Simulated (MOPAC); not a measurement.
MOPAC input (PM3):

```
PM3 1SCF GEO-OK AUX(PRECISION=9) THREADS=1
C2H6S

C     1.52595049 1    0.66962465 1   -0.00514131 1
C     0.01306672 1    0.83177596 1    0.01107469 1
S    -0.76842299 1   -0.82795444 1   -0.00401662 1
H    -2.04530251 1   -0.41196503 1    0.01342695 1
H    -0.30620621 1    1.36414052 1    0.90638732 1
H    -0.32262366 1    1.38796375 1   -0.86351038 1
H     2.00875442 1    1.64843170 1    0.00355520 1
H     1.87121493 1    0.11325855 1    0.86772264 1
H     1.85482770 1    0.13703792 1   -0.89891611 1
```

Problem. What heat of formation does the run end on, and which ionisation energy by Koopmans theorem?

Solution. -8.13 kcal/mol; 9.21 eV.
